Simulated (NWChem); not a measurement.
## CS2 (carbon disulfide): entropy by statistical mechanics

A linear singlet with charge 0, relaxed at BP86-D3(BJ)/def2-SVP (NWChem 7.3.0):

```xyz
3

S     0.0000    0.0000    1.5718
C     0.0000    0.0000    0.0000
S     0.0000    0.0000   -1.5718
```

Harmonic wavenumbers in cm⁻¹: 388, 388, 664, 1561.

Masses in u: S 32.06, C 12.011. Take T = 298.15 K, p = 1 bar, R = 8.3145 J/(mol K), kT/hc = 207.22 cm⁻¹, rigid rotor and harmonic oscillator.

Q: Compute the standard molar entropy.

A: 
1. Translation (Sackur–Tetrode): S = R[3/2 ln M + 5/2 ln T − 1.1517] with M = 76.131 gives 162.9 J/(mol K).
2. Rotation: the moment of inertia is 158.412 u Å², so B = 16.8576/I = 0.1064 cm⁻¹; σ = 2; q = kT/(σhcB) = 973.8; S = R(ln q + 1) = 65.5.
3. Vibration: with u = ν̃/207.22, each mode gives R[u/(eᵘ − 1) − ln(1 − e⁻ᵘ)]; the sum is 9.9, most from 388 cm⁻¹ (4.2), 388 cm⁻¹ (4.2), 664 cm⁻¹ (1.5).
4. Spin: R ln 1 = 0.0.
5. Sum: 162.9 + 65.5 + 9.9 + 0.0 = 238.3 J/(mol K).

The tabulated value is 237.8 J/(mol K) (CRC Handbook of Chemistry and Physics): the model is off by +0.5.
